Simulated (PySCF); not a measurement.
Compound: H₂S.
Z-matrix (Å and degrees, PBE0-D3(BJ)/def2-SVP geometry), rows numbered from 1:
```
S 
H   1  1.3492
H   1  1.3491  2   92.13
```

The closed-shell ground state was solved at several levels (PySCF, density fitting, gas phase, non-relativistic).

```json
{"level": "PBE0/def2-TZVPD", "basis functions": "64", "HOMO (eV)": "-7.55", "LUMO (eV)": "0.02", "gap (eV)": "7.57", "dipole (D)": "1.02"}
{"level": "LC-wPBE/def2-SVPD", "basis functions": "43", "HOMO (eV)": "-10.39", "LUMO (eV)": "1.80", "gap (eV)": "12.19", "dipole (D)": "1.15"}
{"level": "PBE/pcSseg-2", "basis functions": "71", "HOMO (eV)": "-6.26", "LUMO (eV)": "-0.56", "gap (eV)": "5.70", "dipole (D)": "1.21"}
{"level": "PBE0/def2-SVPD", "basis functions": "43", "HOMO (eV)": "-7.57", "LUMO (eV)": "0.07", "gap (eV)": "7.64", "dipole (D)": "1.07"}
{"level": "PBE0/aug-cc-pVTZ", "basis functions": "96", "HOMO (eV)": "-7.57", "LUMO (eV)": "-0.33", "gap (eV)": "7.24", "dipole (D)": "1.04"}
{"level": "B3LYP/def2-SVPD", "basis functions": "43", "HOMO (eV)": "-7.32", "LUMO (eV)": "-0.25", "gap (eV)": "7.07", "dipole (D)": "1.01"}
{"level": "HF/def2-SVPD", "basis functions": "43", "HOMO (eV)": "-10.48", "LUMO (eV)": "2.06", "gap (eV)": "12.54", "dipole (D)": "1.13"}
{"level": "PBE0/STO-3G", "basis functions": "11", "HOMO (eV)": "-3.77", "LUMO (eV)": "7.19", "gap (eV)": "10.96", "dipole (D)": "1.09"}
{"level": "BHandHLYP/def2-SVPD", "basis functions": "43", "HOMO (eV)": "-8.69", "LUMO (eV)": "0.56", "gap (eV)": "9.25", "dipole (D)": "1.06"}
{"level": "B3LYP/pcSseg-2", "basis functions": "71", "HOMO (eV)": "-7.29", "LUMO (eV)": "0.02", "gap (eV)": "7.31", "dipole (D)": "1.18"}
```

Question: Estimate the row for LDA/pcSseg-2, a basis of 71 functions; the other rows only guide the guess.

Answer: HOMO -6.36 eV, LUMO -0.65 eV, gap 5.71 eV, dipole 1.29 D.

Question: How much does the basis alone move the frontier levels among the 4 PBE0 rows?

Answer: The HOMO by 3.80 eV and the LUMO by 7.52 eV. By rising basis size (HOMO, LUMO in eV): STO-3G -3.77, 7.19; def2-SVPD -7.57, 0.07; def2-TZVPD -7.55, 0.02; aug-cc-pVTZ -7.57, -0.33.

Question: In the def2-SVPD basis, how does the gap go with the fixed share of exact exchange?

Answer: B3LYP (20 %) 7.07 eV; PBE0 (25 %) 7.64 eV; BHandHLYP (50 %) 9.25 eV; HF (100 %) 12.54 eV. Each rise in the share widens the gap here.

Question: How far do the dipole and the HOMO energy spread over the levels?

Answer: The dipole runs from 1.01 to 1.29 D (mean 1.11 D) and the HOMO from -10.48 to -3.77 eV.
